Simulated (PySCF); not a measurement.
**CH5BS− (SMILES [BH2-]SC) at UHF-D3(0)/DZVP2 (sfX2C, density fitting with aug-cc-pvtz-jkfit)**

Aim: the vertical ionisation energy of CH5BS− at UHF-D3(0)/DZVP2 (sfX2C, density fitting with aug-cc-pvtz-jkfit), from 2 runs. 

The results are computed with PySCF 2.14.0.

## 1. The structure to begin with

CH5BS− has 8 atoms, charge -1, and is taken as a doublet. SMILES: `[BH2-]SC`. The coordinates come from a GFN2-xTB relaxation.

Bond lengths: B1–S2 1.760 Å, B1–H4 1.195 Å, B1–H5 1.193 Å, C3–H6 1.082 Å, C3–H7 1.081 Å, C3–H8 1.082 Å. Angles: S2–B1–H4 121.1°, S2–B1–H5 120.2°, H4–B1–H5 118.6°, H6–C3–H7 112.6°, H6–C3–H8 112.4°, H7–C3–H8 112.6°. A long bond or contact: S2–C3 2.175 Å.

## 2. Energy and forces at UHF-D3(0)/DZVP2 (sfX2C, density fitting with aug-cc-pvtz-jkfit)

The input, run.py:

```python
from pyscf import gto, scf

mol = gto.Mole()
mol.atom = '''
B     -1.784242     1.920264    -1.888384
S      1.284825     0.636838    -1.898929
C      1.526218    -1.595836     1.543245
H     -3.596376     0.615994    -2.229593
H     -2.087694     4.134343    -1.592472
H      1.334468    -0.272234     3.089967
H      3.349710    -2.516548     1.517790
H     -0.026929    -2.922820     1.458377
'''
mol.max_memory = 1860
mol.basis = 'dzvp2'
mol.verbose = 4
mol.spin = 1
mol.charge = -1
mol.unit = 'bohr'
mol.build()

mf = scf.UHF(mol)
mf = mf.x2c()
mf = mf.density_fit(auxbasis='aug-cc-pvtz-jkfit')
mf.disp = 'd3zero'
mf.max_cycle = 100
mf.kernel()
if not mf.converged:
    mf = mf.newton().run(mf.mo_coeff, mf.mo_occ)

e_tot = mf.e_tot
print('E = %.10f Eh' % e_tot)
grad = mf.nuc_grad_method().kernel()
```

On the command line:

```console
OMP_NUM_THREADS=1 python run.py
```

The log of the run:

```text
PySCF version 2.14.0

[... 111 lines left out ...]
converged SCF energy = -463.906090114733  <S^2> = 0.85420473  2S+1 = 2.1016229
[... 2 lines left out ...]
******** <class 'pyscf.df.grad.uhf.Gradients'> for <class 'pyscf.df.df_jk.DFsfX2C1eUHF'> ********
unit = Eh/Bohr
Calc dispersion correction with DFTD3.
Parameters: xc=hf, version=d3zero, atm=False
--------------- DFsfX2C1eUHF gradients ---------------
         x                y                z
0 B     0.0135330062    -0.0082761809     0.0069495515
1 S    -0.0213921528     0.0163952894    -0.0075878958
2 C     0.0009940518    -0.0048649626     0.0033876937
[... 4 lines of this table left out ...]
7 H    -0.0003720406    -0.0009773164     0.0010510012
----------------------------------------------
```

It took 4.2 s on 1 thread of Arm Neoverse V2, shared host; peak memory 0.19 GiB.

## 3. Singlet neutral CH5BS

The input, input.py:

```python
from pyscf import gto, scf

mol = gto.M(
    atom='''
B     -1.784242     1.920264    -1.888384
S      1.284825     0.636838    -1.898929
C      1.526218    -1.595836     1.543245
H     -3.596376     0.615994    -2.229593
H     -2.087694     4.134343    -1.592472
H      1.334468    -0.272234     3.089967
H      3.349710    -2.516548     1.517790
H     -0.026929    -2.922820     1.458377
''',
    max_memory=1860,
    unit='bohr',
    basis='dzvp2',
    verbose=4,
)

mf = scf.RHF(mol)
mf = mf.x2c()
mf = mf.density_fit(auxbasis='aug-cc-pvtz-jkfit')
mf.disp = 'd3zero'
mf.max_cycle = 100
mf.kernel()
if not mf.converged:
    mf = mf.newton().run(mf.mo_coeff, mf.mo_occ)

e_tot = mf.e_tot
print('E = %.10f Eh' % e_tot)
grad = mf.nuc_grad_method().kernel()
```

On the command line:

```console
OMP_NUM_THREADS=1 python input.py
```

The log of the run:

```text
PySCF version 2.14.0

[... 71 lines left out ...]
converged SCF energy = -463.914360707296
[... 2 lines left out ...]
******** <class 'pyscf.df.grad.rhf.Gradients'> for <class 'pyscf.df.df_jk.DFsfX2C1eRHF'> ********
unit = Eh/Bohr
Calc dispersion correction with DFTD3.
Parameters: xc=hf, version=d3zero, atm=False
--------------- DFsfX2C1eRHF gradients ---------------
         x                y                z
0 B     0.0381377416    -0.0085190095    -0.0067889700
1 S    -0.0527491307     0.0387405141    -0.0490246181
2 C     0.0172209602    -0.0212599007     0.0389192228
[... 4 lines of this table left out ...]
7 H    -0.0031683688    -0.0022836233     0.0008086923
----------------------------------------------
```

Wall time 3.3 s (1 thread of Arm Neoverse V2, shared host); peak memory 0.18 GiB.

## 4. Outcome

Level: UHF-D3(0)/DZVP2 (sfX2C, density fitting with aug-cc-pvtz-jkfit).

```
                                           quantity          value
                       doublet CH5BS−: total energy  -463.90609 Eh
 doublet CH5BS−: HOMO energy (highest over α and β)       -0.67 eV
  doublet CH5BS−: LUMO energy (lowest over α and β)        7.32 eV
                  doublet CH5BS−: dispersion energy   -8.83 kJ/mol
                               doublet CH5BS−: ⟨S²⟩          0.854
           doublet CH5BS−: largest force on an atom     1.440 eV/Å
                singlet neutral CH5BS: total energy  -463.91436 Eh
               singlet neutral CH5BS: dipole moment         2.78 D
                 singlet neutral CH5BS: HOMO energy       -9.18 eV
                 singlet neutral CH5BS: LUMO energy        1.03 eV
               singlet neutral CH5BS: HOMO–LUMO gap       10.21 eV
           singlet neutral CH5BS: dispersion energy   -8.83 kJ/mol
    singlet neutral CH5BS: largest force on an atom     4.205 eV/Å
vertical detachment energy (to the singlet neutral)      -0.225 eV
```

What this shows: The species is unbound against losing an electron at this level, by 0.23 eV (−5.2 kcal/mol); missing correlation or diffuse functions can give that sign where the real anion is bound. The largest force (doublet CH5BS−) is 1.44 eV/Å: the shape isn't a stationary point for this species at this level. Only the singlet of the ionised species was computed; a triplet could lie lower. ⟨S²⟩ (doublet CH5BS−) is 0.85 where a pure doublet has 0.75: the reference is spin-contaminated. Mulliken charges (doublet CH5BS−) run from -0.50 on B1 to +0.11 on H8. Mulliken charges (singlet neutral CH5BS) run from -0.32 on C3 to +0.16 on H6.
